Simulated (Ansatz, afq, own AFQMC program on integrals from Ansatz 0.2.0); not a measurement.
## CH$_{2}$O, singlet: AFQMC among the cluster methods

```yaml
atoms:
  - { symbol: O, position_ang: [0.0000, 0.0000, 0.4903] }
  - { symbol: C, position_ang: [0.0000, 0.0000, -0.4747] }
  - { symbol: H, position_ang: [0.0000, -0.9400, -1.0627] }
  - { symbol: H, position_ang: [0.0000, 0.9400, -1.0627] }
```

Connectivity, by distances: O–CH2.

Basis cc-pVDZ. Noble-gas cores (and the filled d shells of Ga–Kr and In–Xe) are frozen. AFQMC by an in-house program on the Cholesky factors that Ansatz 0.2.0 writes for its CCSD(T) run. The CISD trial takes its coefficients from CCSD amplitudes. Released means that phaseless walkers are propagated on without the constraint, phases kept. Uncertainties: one standard error, sampling alone.

Determinant: RHF, the one that the program's search chose, which needn't be the lowest solution. The geometry is a point of a scan.

No full CI on the walks' own integrals is used here; CCSDT(Q) serves as the reference and is uncertain by about the last step of the cluster series.

- T1 diagnostic: 0.0099
- weight of the determinant in the CISD state: 0.912
- size of the correlated space: 12 electrons in 36 orbitals

| level | correlation energy (eV) |
| --- | --- |
| MP2 | -7.8970 |
| CCSD | -8.3981 |
| CCSD(T) | -8.5878 |

Question: Estimate where AFQMC with the constraint released lies against CCSD(T) on the same integrals.

Answer: 4.6 ± 1.9 kJ/mol below CCSD(T).

Reference: CCSDT(Q), correlation energy -8.613 eV. The released energy is read at 2.40 1/Eh (meV from the phaseless value at times in 1/Eh: -11 ± 11 at 0.24, -40 ± 12 at 0.51, -40 ± 14 at 0.99, -33 ± 14 at 1.62, -49 ± 19 at 2.40).

```csv
level,E − E(reference) (kJ/mol),share of correlation (%)
CCSD(T),2.4,99.71
CCSDT,1.4,99.83
ph-AFQMC/CISD,2.6 ± 1.1,99.69
released AFQMC,-2.2 ± 1.9,100.26
```

A walk keeps the symmetry of its determinant, which the program's search chose and which needn't be the lowest solution, so a lower state of the same spin and another symmetry isn't excluded. Released energies are given only where the last usable release times agree within the noise; a slower fall can still hide under it.
